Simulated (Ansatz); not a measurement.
Ansatz (an electronic-structure program) input (PBE0/def2-SVPD):

Ansatz 0.2 input:
```yaml
crystal:
  periodic: [false, false, false]
  atoms:
    - {symbol: F, position_ang: [-0.00000000, -0.00000000, -0.09245367]}
    - {symbol: H, position_ang: [0.00000000, 0.00000000, 0.83208299]}
basis:
  gaussian:
    orbitals: def2-SVPD
hamiltonian:
  xc: {name: PBE0}
magnetization: {spin_polarized: false}
```

Output:

```
Functional definition: PBE0
integrals: 0.00 GiB planned
249 factors; their error is unknown
mean field: 0.05 GiB planned
mean field evaluation 1: about -2727.3473 eV, gradient 3.0e1 eV
mean field evaluation 2: about -2725.7790 eV, gradient 4.5e1 eV
mean field evaluation 4: about -2728.6987 eV, gradient 1.3e-1 eV
mean field evaluation 8: about -2728.7242 eV, gradient 1.4e-2 eV
mean field -2728.72419097 eV, -100.2787644224 hartree, gradient 5.7e-5 eV, S^2 0.000000; 0 other end points of the search recorded, 0 dependent functions left out
reference -2728.72421140 eV, -100.2787651733 hartree; 5, 5 occupied and 26, 26 virtual orbitals, 249 factors
Total energy: -2728.72421140 eV, -100.2787651733 hartree
```
